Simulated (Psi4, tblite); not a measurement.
Intermolecular potential of H3N ··· C6H6 (SMILES N and c1ccccc1). Monomers: optimised at B3LYP-D3(BJ) (def2-TZVP), held rigid. Orientation: lowest of the rigid-body minima from ten starts at GFN2-xTB. The monomers approach along the line of their centres of mass (distance R); nothing else relaxes.

Levels: HF/aug-cc-pVDZ, counterpoise-corrected (Psi4); GFN2-xTB (tblite); SCS-MP2/aug-cc-pVDZ = DF-SCS-MP2/aug-cc-pVDZ, frozen core, counterpoise-corrected in Psi4; SAPT0/jun-cc-pVDZ, frozen core (Psi4).

Interaction energies in kcal/mol:

```tsv
R / Å	HF/aug-cc-pVDZ	GFN2-xTB	SCS-MP2/aug-cc-pVDZ
2.62	18.11	2.55	11.33
2.87	8.30	-1.15	3.76
3.06	4.43	-2.06	1.06
3.25	2.25	-2.26	-0.26
3.48	0.88	-2.12	-0.88
3.68	0.28	-1.88	-1.02
3.95	-0.09	-1.52	-0.95
4.26	-0.23	-1.16	-0.77
4.72	-0.25	-0.75	-0.53
5.43	-0.19	-0.39	-0.29
6.43	-0.13	-0.17	-0.15
7.78	-0.07	-0.06	-0.07
```

Q: What does SAPT0/jun-cc-pVDZ give at the same points?

A: 2.62: 9.64; 2.87: 2.70; 3.06: 0.29; 3.25: -0.84; 3.48: -1.31; 3.68: -1.36; 3.95: -1.22; 4.26: -0.99; 4.72: -0.69; 5.43: -0.40; 6.43: -0.21; 7.78: -0.11 (kcal/mol).
